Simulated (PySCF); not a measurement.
A series of substituents X on one scaffold: vinyl-X. Gas-phase values, no solvent. One relaxed conformer stands for each flexible species; it need not be the lowest. Strings in code marks are SMILES.

All values below come from PBE-D3(BJ)/def2-TZVP // B3LYP-D3(BJ)/def2-TZVP (PySCF). All candidates: neutral, multiplicity 1. Delta-SCF ions had no search for a lower state. Excitations are Tamm–Dancoff values on a coarser integration grid. The basis has no diffuse functions, so Rydberg states are missing or too high.

The T1 excitation (TDA) is 3.23 eV and the S1 excitation (TDA) is 6.24 eV. The vertical ionisation energy (Delta-SCF) is 8.91 eV.

Task: Say which member has these values.
A. `C=CNC` (C–C–N–C torsion 151°)
B. `C=CC=C` (C–C–C–C torsion 180°)
C. `C=CI`
D. `C=CCC#N`

Result: B, `C=CC=C` (C–C–C–C torsion 180°). The others give `C=CI`: 4.02 eV, 4.65 eV, 9.11 eV; `C=CCC#N`: 4.56 eV, 6.62 eV, 10.34 eV; `C=CNC` (C–C–N–C torsion 151°): 3.92 eV, 5.22 eV, 7.85 eV
